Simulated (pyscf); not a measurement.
Structures and frequencies: ωB97X-D3(BJ)/def2-SVP in PySCF. Correlated levels are frozen-core, on RHF or UHF. ΔMP2 is the change of the MP2 total energy from the triple- to the quadruple-zeta basis.

Problem. HB=NH + ethylene (H₂C=CH₂) -> H₂C=CH–BH–NH₂
Surface: singlet. Broken: C–H. Formed: B–C, H–N. Give ΔE‡ and ΔE from CCSD(T)/def2-TZVPP + ΔMP2(QZVPP), relative to the separated reactants.

Solution. ΔE‡ = 50.8 kcal/mol, ΔE = -37.2 kcal/mol. Zero-point energy shifts the barrier by -0.4 kcal/mol. It is an addition across a multiple bond or ene-type step, with an imaginary mode of 1440i cm⁻¹. On the product side the descent ends in a point that may be a rotor saddle (no frequency run), 1.7 kcal/mol over the lowest minimum found and 88.8 kcal/mol under the saddle at ωB97X-D3(BJ)/def2-TZVP. At the saddle there is also a short B–H contact that neither side keeps. The same reactants have a lower exit, to H₃C–CH₂–B=NH (barrier +40.7 kcal/mol at ωB97M-D3(BJ)/def2-TZVP, against +51.0 kcal/mol here). This is the saddle that the search found; another between the same sides may lie lower. The CCSD(T) − MP2 part came from Ansatz, without density fitting, on the same reference.
